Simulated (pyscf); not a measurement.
Single points on ωB97X-D3(BJ)/def2-SVP structures (PySCF, gas phase).

Q: `[CH2][OH]` [doublet] + `[CH4]` -> `[CH3][OH]` + `[CH3]` [doublet]
Surface: doublet. Broken: C–H. Formed: C–H. Give ΔE‡ and ΔE from B3LYP-D3(BJ)/def2-TZVP, relative to the separated reactants.

A: ΔE‡ = 19.6 kcal/mol, ΔE = +10.6 kcal/mol. ωB97M-D3(BJ)/def2-TZVP gives 22.6 kcal/mol and +10.4 kcal/mol. Zero-point energy shifts the barrier by -1.4 kcal/mol. It is a hydrogen abstraction, with an imaginary mode of 1657i cm⁻¹. This is the saddle that the search found; another between the same sides may lie lower. The angle at the transferred H is 174°.
